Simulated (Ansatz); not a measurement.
Structure relaxation of TiTl₂

Computed with DFT PBE, scalar-relativistic, plane waves, PAW in Ansatz 0.2.0. Cutoff 420 eV, Γ-centred k mesh, Gaussian smearing, no spin polarisation in the final step.

TiTl₂ was placed on the MoSi2 (C11b) structure type (I4/mmm, No. 139), with Ti in place of Mo, Tl in place of Si, at a guessed volume.

```yaml
crystal:
  lattice:
    - [-1.92622, 1.92622, 4.72527]
    - [1.92622, -1.92622, 4.72527]
    - [1.92622, 1.92622, -4.72527]
  atoms:
    - { symbol: Ti, position: [0.00000, 0.00000, 0.00000] }
    - { symbol: Tl, position: [0.66500, 0.66500, 0.00000] }
    - { symbol: Tl, position: [0.33500, 0.33500, 0.00000] }
```

Cell and atoms relax at zero pressure; the relaxation can't lower the symmetry of the start.

The zero of energy is the elements' standard structures at the same level; no fitted shifts are applied.

Describe the relaxed structure.

It keeps I4/mmm (No. 139), but not the shape of the type it started on. Conventional cell: a = 3.292 Å, c = 13.106 Å. Ti has 8 Tl at 3.02 Å and 4 Ti at 3.29 Å; Tl is coordinated by 4 Ti at 3.02 Å, 4 Tl at 3.29 Å, 4 Tl at 3.57 Å and 1 Tl at 3.84 Å.

Space group I4/mmm (No. 139). a = 3.292 Å, b = 3.292 Å, c = 13.106 Å, α = 90.00°, β = 90.00°, γ = 90.00°
| atom | site | symmetry | x | y | z |
| --- | --- | --- | --- | --- | --- |
| Ti | 2a | 4/mmm | 0.0000 | 0.0000 | 0.0000 |
| Tl | 4e | 4mm | 0.5000 | 0.5000 | 0.1465 |

What are its volume, energy, density and gap?

The volume per atom is 23.67 Å³, the density is 10.68 g/cm³ and the energy over the elements is 0.30 eV/atom. The gap on the 20×20×20 mesh is 0 eV (a metal).

The final run used a 20×20×20 mesh on its 3-atom cell and 0.10 eV smearing. For metals, differences of a few meV/atom aren't resolved. Spin–orbit coupling is left out. Symmetry constrained the relaxation, so the result can be a saddle point.

Cost: 3 runs of about 6.3 core-minutes in all, on Intel Xeon 6975P-C (Granite Rapids) (shared hosts).